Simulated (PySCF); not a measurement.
Isomers of C12H8N2, from PBE0-D3(BJ)/def2-SVP geometry optimisation, gas phase in PySCF. One conformer each, no zero-point energy, no frequencies.

Question: Which is lower in electronic energy at this level?
A. phenazine, `c1ccc2nc3c(nc2c1)cccc3`: A = 2171, B = 481.0, C = 393.8 MHz, dipole 0.00 D
B. 1,10-phenanthroline, `c1cnc2c(c1)ccc1cccnc12`: A = 1625, B = 582.3, C = 428.7 MHz, dipole 3.17 D

Answer: B. That is `c12ncccc2ccc2cccnc21` (1,10-phenanthroline), 3.0 kcal/mol below the other.

| SMILES | mapped SMILES | E (Eh) | relative (kcal/mol) | relative (kJ/mol) | dipole (D) |
| --- | --- | --- | --- | --- | --- |
| c1cnc2c(c1)ccc1cccnc12 | [cH:1]1[cH:2][n:3][c:4]2[c:5]([cH:6]1)[cH:7][cH:8][c:9]1[cH:10][cH:11][cH:12][n:13][c:14]21 | -570.56367 | 0.0 | 0.0 | 3.17 |
| c1ccc2nc3ccccc3nc2c1 | [cH:1]1[cH:2][cH:3][c:4]2[n:5][c:6]3[cH:7][cH:8][cH:9][cH:10][c:11]3[n:12][c:13]2[cH:14]1 | -570.55886 | 3.0 | 12.6 | 0.00 |
